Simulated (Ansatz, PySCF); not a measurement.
Species: chloroform, CHCl3 (charge 0, singlet). SMILES: ClC(Cl)Cl
Coordinates optimised at B3LYP-D3(BJ)/def2-TZVP (Ansatz, a quantum-chemistry and plane-wave program):
```xyz
5

C     -0.0077     0.0005     0.4558
H     -0.0259     0.0016     1.5371
Cl     0.0149     1.6916    -0.0853
Cl     1.4596    -0.8576    -0.0583
Cl    -1.4702    -0.8343    -0.1077
```

Wanted: atomisation energy (electronic, to ground-state atoms), in kcal/mol. Correlated levels leave the core frozen unless marked. UHF or UKS for open shells. No spin-orbit coupling. Non-relativistic unless marked X2C. The coupled-cluster limit lacks core correlation, which all-electron functionals hold. CBS marks a two-point X^-3 extrapolation of the correlation energy; Hartree-Fock from the larger set.

```
level                                        program  atomisation energy (kcal/mol)  minus last row  rough core time
------------------------------------  --------------  -----------------------------  --------------  ---------------
HF/6-31G                                      Ansatz                          169.7          -174.6                -
HF/cc-pV(D+d)Z                                Ansatz                          216.0          -128.3                -
PBE-D4/def2-TZVPD                     Ansatz + dftd4                          362.8            18.5       under 20 s
PBE0-D4/def2-TZVP                     Ansatz + dftd4                          350.6             6.3       under 20 s
PBE0/def2-QZVPP                               Ansatz                          347.8             3.5       under 20 s
TPSSh-D4/def2-TZVPD                    PySCF + dftd4                          345.6             1.3                -
HSE06-D3(BJ)/def2-TZVPD               Ansatz + dftd3                          350.9             6.6       under 20 s
LC-wPBE-D4/def2-TZVPD                 Ansatz + dftd4                          343.2            -1.1       under 20 s
LC-wPBE/def2-TZVPD                            Ansatz                          339.3            -5.0       under 20 s
PBE-QIDH/def2-TZVPD                           Ansatz                          345.1             0.8       under 20 s
MP2/6-31G                                     Ansatz                          247.4           -96.9                -
RI-MP2/cc-pV(Q+d)Z                            Ansatz                          354.9            10.6       under 20 s
CCSD(T)/cc-pV(T+d)Z                           Ansatz                          329.4           -14.9             22 s
X2C-CCSD(T)/cc-pVTZ-DK                        Ansatz                          327.3           -17.0             21 s
CCSD(T)/CBS(cc-pV(T+d)Z,cc-pV(Q+d)Z)          Ansatz                          344.3             0.0            3 min
```

Core times are rough, on shared machines, summed over the molecules involved; a dash marks a level read off another run, or run on other hardware, by another program or under a memory cap.
